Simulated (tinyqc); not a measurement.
Worked calculation: CCSD on RHF in the sto-3g basis, frozen core, for H2O, spin multiplicity 1. Computed by tinyqc, a small Python program that keeps every step (integrals from PySCF). Settings: charge = 0, multiplicity = 1, basis = sto-3g, method = RHF, frozen orbitals = 1, energy threshold = 1e-10, iteration cap = 74, orthogonalisation = canonical, start = Wolfsberg-Helmholz matrix, DIIS depth = 6, amplitude equations = CCSD, DIIS depth for amplitudes = 6, cap on updates = 86. Command: `OMP_NUM_THREADS=1 python tinyqc.py 27215 27216 out.jsonl` (the two numbers bound the seeds that draw the settings). One thread of a shared host (Intel(R) Xeon(R) Processor @ 2.60GHz), about 0.2 s of CPU time with the checks. The early iterations of the SCF are left out here.

## One-electron integrals

Geometry (angstrom):
```
atom,x,y,z
O,0.000000,0.000000,0.000000
H,0.000000,0.835000,0.802000
H,0.000000,-0.835000,0.802000
```

Basis sto-3g: exponents (1/bohr^2) and contraction coefficients of normalised primitives:
```
element,l (shell),exponent,coefficient
O,s (1),130.709320,0.154329
O,s (1),23.808861,0.535328
O,s (1),6.443608,0.444635
O,s (2),5.033151,-0.099967
O,s (2),1.169596,0.399513
O,s (2),0.380389,0.700115
O,p (3),5.033151,0.155916
O,p (3),1.169596,0.607684
O,p (3),0.380389,0.391957
H,s (1),3.425251,0.154329
H,s (1),0.623914,0.535328
H,s (1),0.168855,0.444635
```

Overlap, kinetic and nuclear-attraction integrals over the contracted functions; the nuclear repulsion is the sum of Za Zb / Rab.

nuclear repulsion = 7.62993378 hartree

overlap S, lower triangle:
```
,1O 1s,1O 2s,1O 2px,1O 2py,1O 2pz,2H 1s,3H 1s
1O 1s,1.000000
1O 2s,0.236704,1.000000
1O 2px,0.000000,0.000000,1.000000
1O 2py,0.000000,0.000000,0.000000,1.000000
1O 2pz,0.000000,0.000000,0.000000,0.000000,1.000000
2H 1s,0.033488,0.353393,0.000000,0.229685,0.220608,1.000000
3H 1s,0.033488,0.353393,0.000000,-0.229685,0.220608,0.200136,1.000000
```

kinetic energy T (hartree), lower triangle:
```
,1O 1s,1O 2s,1O 2px,1O 2py,1O 2pz,2H 1s,3H 1s
1O 1s,29.003200
1O 2s,-0.168011,0.808128
1O 2px,0.000000,0.000000,2.528731
1O 2py,0.000000,0.000000,0.000000,2.528731
1O 2pz,0.000000,0.000000,0.000000,0.000000,2.528731
2H 1s,-0.008914,0.052487,0.000000,0.111316,0.106916,0.760032
3H 1s,-0.008914,0.052487,0.000000,-0.111316,0.106916,-0.001305,0.760032
```

nuclear attraction V (hartree), lower triangle:
```
,1O 1s,1O 2s,1O 2px,1O 2py,1O 2pz,2H 1s,3H 1s
1O 1s,-61.532588
1O 2s,-7.399458,-9.962885
1O 2px,0.000000,0.000000,-9.837101
1O 2py,0.000000,0.000000,0.000000,-9.919246
1O 2pz,-0.014701,-0.181327,0.000000,0.000000,-9.912881
2H 1s,-1.071115,-2.676105,0.000000,-1.521232,-1.512724,-5.139100
3H 1s,-1.071115,-2.676105,0.000000,1.521232,-1.512724,-1.111153,-5.139100
```

core Hamiltonian H = T + V (hartree), lower triangle:
```
,1O 1s,1O 2s,1O 2px,1O 2py,1O 2pz,2H 1s,3H 1s
1O 1s,-32.529388
1O 2s,-7.567469,-9.154757
1O 2px,0.000000,0.000000,-7.308370
1O 2py,0.000000,0.000000,0.000000,-7.390514
1O 2pz,-0.014701,-0.181327,0.000000,0.000000,-7.384150
2H 1s,-1.080030,-2.623618,0.000000,-1.409917,-1.405808,-4.379069
3H 1s,-1.080030,-2.623618,0.000000,1.409917,-1.405808,-1.112459,-4.379069
```

## Two-electron integrals

Functions are numbered as in S; the eight-fold symmetry (ij|kl) = (ji|kl) = (kl|ij) leaves the list below.

Two-electron integrals (ij|kl) in chemists' order, unique and non-zero (hartree):
```
i,j,k,l,(ij|kl)
1,1,1,1,4.785065
2,1,1,1,0.741380
2,1,2,1,0.136873
2,2,1,1,1.118947
2,2,2,1,0.256633
2,2,2,2,0.817206
3,1,3,1,0.024477
3,2,3,1,0.037809
3,2,3,2,0.180518
3,3,1,1,1.115814
3,3,2,1,0.256684
3,3,2,2,0.817023
3,3,3,3,0.880159
4,1,4,1,0.024477
4,2,4,1,0.037809
4,2,4,2,0.180518
4,3,4,3,0.047444
4,4,1,1,1.115814
4,4,2,1,0.256684
4,4,2,2,0.817023
4,4,3,3,0.785270
4,4,4,4,0.880159
5,1,5,1,0.024477
5,2,5,1,0.037809
5,2,5,2,0.180518
5,3,5,3,0.047444
5,4,5,4,0.047444
5,5,1,1,1.115814
5,5,2,1,0.256684
5,5,2,2,0.817023
5,5,3,3,0.785270
5,5,4,4,0.785270
5,5,5,5,0.880159
6,1,1,1,0.106087
6,1,2,1,0.019439
6,1,2,2,0.036278
6,1,3,3,0.036208
6,1,4,1,0.000637
6,1,4,2,0.001203
6,1,4,4,0.036321
6,1,5,1,0.000612
6,1,5,2,0.001156
6,1,5,4,0.000109
6,1,5,5,0.036312
6,1,6,1,0.002796
6,2,1,1,0.281814
6,2,2,1,0.065550
6,2,2,2,0.234045
6,2,3,3,0.229898
6,2,4,1,0.003550
6,2,4,2,0.028169
6,2,4,4,0.236248
6,2,5,1,0.003409
6,2,5,2,0.027056
6,2,5,4,0.006099
6,2,5,5,0.235756
6,2,6,1,0.009509
6,2,6,2,0.085990
6,3,3,1,0.006563
6,3,3,2,0.039271
6,3,4,3,0.005711
6,3,5,3,0.005485
6,3,6,3,0.011690
6,4,1,1,0.153670
6,4,2,1,0.036180
6,4,2,2,0.137922
6,4,3,3,0.131803
6,4,4,1,0.008268
6,4,4,2,0.054817
6,4,4,4,0.146750
6,4,5,1,0.001637
6,4,5,2,0.014931
6,4,5,4,0.008872
6,4,5,5,0.135055
6,4,6,1,0.005458
6,4,6,2,0.061612
6,4,6,4,0.055335
6,5,1,1,0.147597
6,5,2,1,0.034750
6,5,2,2,0.132472
6,5,3,3,0.126594
6,5,4,1,0.001637
6,5,4,2,0.014931
6,5,4,4,0.129980
6,5,5,1,0.008136
6,5,5,2,0.053613
6,5,5,4,0.008964
6,5,5,5,0.140688
6,5,6,1,0.005242
6,5,6,2,0.059177
6,5,6,4,0.041920
6,5,6,5,0.051953
6,6,1,1,0.449244
6,6,2,1,0.106163
6,6,2,2,0.436619
6,6,3,3,0.419833
6,6,4,1,0.006863
6,6,4,2,0.076747
6,6,4,4,0.445749
6,6,5,1,0.006592
6,6,5,2,0.073713
6,6,5,4,0.024892
6,6,5,5,0.443741
6,6,6,1,0.015500
6,6,6,2,0.210324
6,6,6,4,0.172006
6,6,6,5,0.165208
6,6,6,6,0.774606
7,1,1,1,0.106087
7,1,2,1,0.019439
7,1,2,2,0.036278
7,1,3,3,0.036208
7,1,4,1,-0.000637
7,1,4,2,-0.001203
7,1,4,4,0.036321
7,1,5,1,0.000612
7,1,5,2,0.001156
7,1,5,4,-0.000109
7,1,5,5,0.036312
7,1,6,1,0.002760
7,1,6,2,0.009256
7,1,6,4,0.004893
7,1,6,5,0.005108
7,1,6,6,0.014989
7,1,7,1,0.002796
7,2,1,1,0.281814
7,2,2,1,0.065550
7,2,2,2,0.234045
7,2,3,3,0.229898
7,2,4,1,-0.003550
7,2,4,2,-0.028169
7,2,4,4,0.236248
7,2,5,1,0.003409
7,2,5,2,0.027056
7,2,5,4,-0.006099
7,2,5,5,0.235756
7,2,6,1,0.009256
7,2,6,2,0.070055
7,2,6,4,0.034725
7,2,6,5,0.046961
7,2,6,6,0.140245
7,2,7,1,0.009509
7,2,7,2,0.085990
7,3,3,1,0.006563
7,3,3,2,0.039271
7,3,4,3,-0.005711
7,3,5,3,0.005485
7,3,6,3,0.009230
7,3,7,3,0.011690
7,4,1,1,-0.153670
7,4,2,1,-0.036180
7,4,2,2,-0.137922
7,4,3,3,-0.131803
7,4,4,1,0.008268
7,4,4,2,0.054817
7,4,4,4,-0.146750
7,4,5,1,-0.001637
7,4,5,2,-0.014931
7,4,5,4,0.008872
7,4,5,5,-0.135055
7,4,6,1,-0.004893
7,4,6,2,-0.034725
7,4,6,4,-0.008381
7,4,6,5,-0.022819
7,4,6,6,-0.063001
7,4,7,1,-0.005458
7,4,7,2,-0.061612
7,4,7,4,0.055335
7,5,1,1,0.147597
7,5,2,1,0.034750
7,5,2,2,0.132472
7,5,3,3,0.126594
7,5,4,1,-0.001637
7,5,4,2,-0.014931
7,5,4,4,0.129980
7,5,5,1,0.008136
7,5,5,2,0.053613
7,5,5,4,-0.008964
7,5,5,5,0.140688
7,5,6,1,0.005108
7,5,6,2,0.046961
7,5,6,4,0.022819
7,5,6,5,0.040255
7,5,6,6,0.102744
7,5,7,1,0.005242
7,5,7,2,0.059177
7,5,7,4,-0.041920
7,5,7,5,0.051953
7,6,1,1,0.108054
7,6,2,1,0.025414
7,6,2,2,0.100072
7,6,3,3,0.097416
7,6,4,4,0.099012
7,6,5,1,0.001948
7,6,5,2,0.019150
7,6,5,5,0.103675
7,6,6,1,0.003660
7,6,6,2,0.038084
7,6,6,4,0.023683
7,6,6,5,0.029473
7,6,6,6,0.102341
7,6,7,1,0.003660
7,6,7,2,0.038084
7,6,7,4,-0.023683
7,6,7,5,0.029473
7,6,7,6,0.021930
7,7,1,1,0.449244
7,7,2,1,0.106163
7,7,2,2,0.436619
7,7,3,3,0.419833
7,7,4,1,-0.006863
7,7,4,2,-0.076747
7,7,4,4,0.445749
7,7,5,1,0.006592
7,7,5,2,0.073713
7,7,5,4,-0.024892
7,7,5,5,0.443741
7,7,6,1,0.014989
7,7,6,2,0.140245
7,7,6,4,0.063001
7,7,6,5,0.102744
7,7,6,6,0.313364
7,7,7,1,0.015500
7,7,7,2,0.210324
7,7,7,4,-0.172006
7,7,7,5,0.165208
7,7,7,6,0.102341
7,7,7,7,0.774606
```

## Orthogonalisation

S = U s U^T; canonical form X = U s^(-1/2), so that X^T S X = 1. Each column of U has its largest component positive (the first on a tie).

eigenvalues of S: 0.470835  0.560043  0.877954  1.000000  1.114620  1.239821  1.736727

X:
```
,1,2,3,4,5,6,7
1O 1s,-0.362587,0.000000,0.719092,0.000000,0.622265,0.000000,0.173899
1O 2s,0.984859,0.000000,-0.318174,0.000000,0.344481,0.000000,0.430699
1O 2px,0.000000,0.000000,0.000000,1.000000,0.000000,0.000000,0.000000
1O 2py,0.000000,0.793687,0.000000,0.000000,0.000000,0.722507,0.000000
1O 2pz,0.513557,0.000000,0.671997,0.000000,-0.587157,0.000000,0.233989
2H 1s,-0.615925,-0.760144,-0.185884,0.000000,-0.152533,0.377195,0.390706
3H 1s,-0.615925,0.760144,-0.185884,0.000000,-0.152533,-0.377195,0.390706
```

## Iteration 8 (converged): orbitals

converged F (hartree), lower triangle:
```
,1O 1s,1O 2s,1O 2px,1O 2py,1O 2pz,2H 1s,3H 1s
1O 1s,-20.274332
1O 2s,-5.166379,-2.408540
1O 2px,0.000000,0.000000,-0.394420
1O 2py,0.000000,0.000000,0.000000,-0.213541
1O 2pz,-0.023882,-0.064562,0.000000,0.000000,-0.249861
2H 1s,-0.745558,-0.727773,0.000000,-0.320240,-0.338687,-0.375918
3H 1s,-0.745558,-0.727773,0.000000,0.320240,-0.338687,-0.254749,-0.375918
```

Diagonalise F' = X^T F X, C = X C', fill 5 alpha and 5 beta electrons from the bottom; D = 2 C_occ C_occ^T. Each column has its largest component positive (the first on a tie).

F' = X^T F X (hartree), lower triangle:
```
,1,2,3,4,5,6,7
1,-0.384249
2,0.000000,0.498279
3,2.406403,0.000000,-8.119653
4,0.000000,0.000000,0.000000,-0.394420
5,2.031031,0.000000,-8.674970,0.000000,-10.108453
6,0.000000,0.107044,0.000000,0.000000,0.000000,-0.495045
7,0.581651,0.000000,-3.709484,0.000000,-4.369489,0.000000,-2.871332
```

orbital energies (hartree): MO1 -20.282410, MO2 -1.200617, MO3 -0.506450, MO4 -0.452051, MO5 -0.394420, MO6 0.451391, MO7 0.509683

coefficients C:
```
,MO1,MO2,MO3,MO4,MO5,MO6,MO7
1O 1s,0.994556,-0.241540,0.000000,0.093167,0.000000,-0.099263,0.000000
1O 2s,0.023261,0.904166,0.000000,-0.471398,0.000000,0.578859,0.000000
1O 2px,0.000000,0.000000,0.000000,0.000000,1.000000,0.000000,0.000000
1O 2py,0.000000,0.000000,0.634358,0.000000,0.000000,0.000000,0.865763
1O 2pz,0.002931,0.076350,0.000000,0.704105,0.000000,0.783085,0.000000
2H 1s,-0.004046,0.135349,0.455602,0.356905,0.000000,-0.666421,-0.715906
3H 1s,-0.004046,0.135349,-0.455602,0.356905,0.000000,-0.666421,0.715906
```

D after iteration 8, lower triangle:
```
,1O 1s,1O 2s,1O 2px,1O 2py,1O 2pz,2H 1s,3H 1s
1O 1s,2.112327
1O 2s,-0.478353,2.080546
1O 2px,0.000000,0.000000,2.000000
1O 2py,0.000000,0.000000,0.000000,0.804820
1O 2pz,0.100146,-0.525625,0.000000,0.000000,1.003204
2H 1s,-0.006929,-0.091920,0.000000,0.578029,0.523241,0.706579
3H 1s,-0.006929,-0.091920,0.000000,-0.578029,0.523241,-0.123713,0.706579
```

## Convergence

Stop when the energy changes by less than 1e-10 hartree and every element of the error matrix X^T (F D S - S D F) X is below 3e-06.

Course of the cycle:
```
iteration,E (hartree),change,largest element of the error matrix
1,-74.38551889,-,6.82e-01
2,-74.89552242,-5.10e-01,1.75e-01
3,-74.91667045,-2.11e-02,4.83e-02
4,-74.91855313,-1.88e-03,9.84e-03
5,-74.91865304,-9.99e-05,2.50e-03
6,-74.91867170,-1.87e-05,5.14e-05
7,-74.91867170,-4.26e-09,5.48e-07
8,-74.91867170,-2.70e-13,4.01e-09
```

PySCF RHF in the same basis = -74.91867170 hartree

Converged in 8 iterations.

## Integrals over molecular orbitals

(pq|rs) = sum C_ip C_jq C_kr C_ls (ij|kl), one index at a time.

one-electron integrals over orbitals h = C^T H C (hartree), lower triangle:
```
,1,2,3,4,5,6,7
1,-32.513175
2,0.571360,-7.546535
3,0.000000,0.000000,-5.960083
4,-0.209140,0.556752,0.000000,-6.384496
5,0.000000,0.000000,0.000000,0.000000,-7.308370
6,0.226156,-1.141449,0.000000,-1.417791,0.000000,-5.389248
7,0.000000,0.000000,-1.759632,0.000000,0.000000,0.000000,-5.392448
```

Two-electron integrals over orbitals (pq|rs), unique and non-zero (hartree); the lowest 1 orbital is frozen and left out:
```
p,q,r,s,(pq|rs)
2,2,2,2,0.726873
3,2,3,2,0.126252
3,3,2,2,0.614903
3,3,3,3,0.589807
4,2,2,2,-0.031923
4,2,3,3,0.001103
4,2,4,2,0.129017
4,3,3,2,0.025671
4,3,4,3,0.059678
4,4,2,2,0.645384
4,4,3,3,0.558619
4,4,4,2,-0.083035
4,4,4,4,0.662111
5,2,5,2,0.152126
5,3,5,3,0.026715
5,4,5,2,-0.044717
5,4,5,4,0.045814
5,5,2,2,0.757477
5,5,3,3,0.602222
5,5,4,2,-0.085567
5,5,4,4,0.667129
5,5,5,5,0.880159
6,2,2,2,0.127017
6,2,3,3,0.068318
6,2,4,2,0.036325
6,2,4,4,0.049570
6,2,5,5,0.132691
6,2,6,2,0.095041
6,3,3,2,-0.027522
6,3,4,3,-0.036583
6,3,6,3,0.067496
6,4,2,2,0.138795
6,4,3,3,0.055088
6,4,4,2,-0.063359
6,4,4,4,0.130538
6,4,5,5,0.163850
6,4,6,2,0.053732
6,4,6,4,0.114104
6,5,5,2,0.046819
6,5,5,4,0.008071
6,5,6,5,0.033748
6,6,2,2,0.600555
6,6,3,3,0.549686
6,6,4,2,0.039301
6,6,4,4,0.550035
6,6,5,5,0.586822
6,6,6,2,0.094997
6,6,6,4,0.061187
6,6,6,6,0.587419
7,2,3,2,0.056532
7,2,4,3,-0.032136
7,2,6,3,0.029151
7,2,7,2,0.067770
7,3,2,2,0.168177
7,3,3,3,0.091049
7,3,4,2,-0.083579
7,3,4,4,0.126206
7,3,5,5,0.205212
7,3,6,2,0.062779
7,3,6,4,0.113695
7,3,6,6,0.049967
7,3,7,3,0.166573
7,4,3,2,-0.072858
7,4,4,3,-0.020554
7,4,6,3,0.055237
7,4,7,2,-0.014873
7,4,7,4,0.075488
7,5,5,3,0.023770
7,5,7,5,0.023925
7,6,3,2,0.077166
7,6,4,3,0.065023
7,6,6,3,-0.057999
7,6,7,2,-0.006480
7,6,7,4,-0.063051
7,6,7,6,0.106737
7,7,2,2,0.595695
7,7,3,3,0.574176
7,7,4,2,-0.013454
7,7,4,4,0.559782
7,7,5,5,0.592320
7,7,6,2,0.055435
7,7,6,4,0.048091
7,7,6,6,0.547851
7,7,7,3,0.083168
7,7,7,7,0.580402
```

## CCSD: starting amplitudes

t_ij^ab = <ij||ab> / (e_i + e_j - e_a - e_b), whose energy is MP2.

Starting amplitudes (spin orbitals 1a, 1b, ...; amplitudes related by a flip of all spins are not repeated):
```
from,to,t
3a 3b,7a 7b,-0.081964
4a 4b,6a 6b,-0.063150
3a 4b,6b 7a,0.059230
4a 4b,7a 7b,-0.039246
3a 3b,6a 6b,-0.035233
3a 4a,6a 7a,0.030454
3a 4b,6a 7b,-0.028776
2a 2b,6a 6b,-0.028765
2a 3b,6a 7b,-0.023529
2a 4b,6a 6b,-0.021027
5a 5b,6a 6b,-0.019950
2a 2b,7a 7b,-0.019812
5a 5b,7a 7b,-0.013231
2a 3a,6a 7a,-0.012604
2a 3b,6b 7a,0.010926
2a 4b,7a 7b,0.005566
```

correlation energy = -0.05833776 hartree

## CCSD: amplitude update 1

t_i^a D_i^a and t_ij^ab D_ij^ab are set to the remaining terms of the spin-orbital equations, evaluated with the old amplitudes; for the doubles these are <ij||ab> + 1/2 <ab||ef> t_ij^ef + 1/2 <mn||ij> t_mn^ab + P(ij)P(ab) <mb||ej> t_im^ae + terms in t^2 + terms with t1, D the orbital-energy denominators.

Amplitudes after update 1 (spin orbitals 1a, 1b, ...; amplitudes related by a flip of all spins are not repeated):
```
from,to,t
3a 3b,7a 7b,-0.104394
4a 4b,6a 6b,-0.079085
3a 4b,6b 7a,0.075344
4a 4b,7a 7b,-0.053826
3a 3b,6a 6b,-0.050665
3a 4b,6a 7b,-0.045999
2a 2b,6a 6b,-0.031924
2a 4b,6a 6b,-0.030064
3a 4a,6a 7a,0.029345
2a 3b,6a 7b,-0.029106
5a 5b,6a 6b,-0.024572
2a 2b,7a 7b,-0.020617
2a 3b,6b 7a,0.017946
5a 5b,7a 7b,-0.014010
2a 3a,6a 7a,-0.011160
4a,6a,-0.009138
3a,7a,-0.004907
2a 4b,7a 7b,0.003880
2a,6a,0.002565
```

correlation energy = -0.07390997 hartree

## CCSD: amplitude update 2

As before.

Amplitudes after update 2 (spin orbitals 1a, 1b, ...; amplitudes related by a flip of all spins are not repeated):
```
from,to,t
3a 3b,7a 7b,-0.112289
4a 4b,6a 6b,-0.085762
3a 4b,6b 7a,0.081084
4a 4b,7a 7b,-0.059898
3a 3b,6a 6b,-0.057025
3a 4b,6a 7b,-0.055044
2a 4b,6a 6b,-0.033297
2a 2b,6a 6b,-0.032140
2a 3b,6a 7b,-0.030172
3a 4a,6a 7a,0.026040
5a 5b,6a 6b,-0.025957
2a 3b,6b 7a,0.020961
2a 2b,7a 7b,-0.019884
4a,6a,-0.013568
5a 5b,7a 7b,-0.013509
2a 3a,6a 7a,-0.009211
3a,7a,-0.005906
2a,6a,0.004271
2a 4b,7a 7b,0.002832
```

correlation energy = -0.07927254 hartree

## CCSD: convergence

E_corr = 1/4 sum <ij||ab> t_ij^ab + 1/2 sum <ij||ab> t_i^a t_j^b; stop when the norm of the change is below 1e-8.

Course of the amplitude iterations:
```
update,correlation energy (hartree),norm of the change
0,-0.05833776,-
1,-0.07390997,1.05e-01
2,-0.07927254,4.48e-02
3,-0.08326607,2.08e-02
4,-0.08327198,2.48e-03
5,-0.08329281,7.91e-04
6,-0.08329213,8.24e-05
7,-0.08329246,2.12e-05
8,-0.08329252,4.17e-06
9,-0.08329248,1.24e-06
10,-0.08329249,3.43e-07
11,-0.08329249,5.49e-08
12,-0.08329249,1.18e-08
13,-0.08329249,1.38e-09
```

Converged amplitudes (spin orbitals 1a, 1b, ...; amplitudes related by a flip of all spins are not repeated):
```
from,to,t
3a 3b,7a 7b,-0.119009
4a 4b,6a 6b,-0.093680
3a 4b,6b 7a,0.085382
4a 4b,7a 7b,-0.064096
3a 4b,6a 7b,-0.063855
3a 3b,6a 6b,-0.059935
2a 4b,6a 6b,-0.035650
2a 2b,6a 6b,-0.031871
2a 3b,6a 7b,-0.030099
5a 5b,6a 6b,-0.026439
2a 3b,6b 7a,0.023007
3a 4a,6a 7a,0.021527
4a,6a,-0.018686
2a 2b,7a 7b,-0.018653
5a 5b,7a 7b,-0.012523
2a 3a,6a 7a,-0.007093
2a,6a,0.006587
3a,7a,-0.005466
2a 4b,7a 7b,0.002004
```

CCSD total energy = -75.00196420 hartree

T1 diagnostic, norm of the one-spin t1 over sqrt(correlated electrons) = 0.007267

Converged in 13 updates, with DIIS from the third.
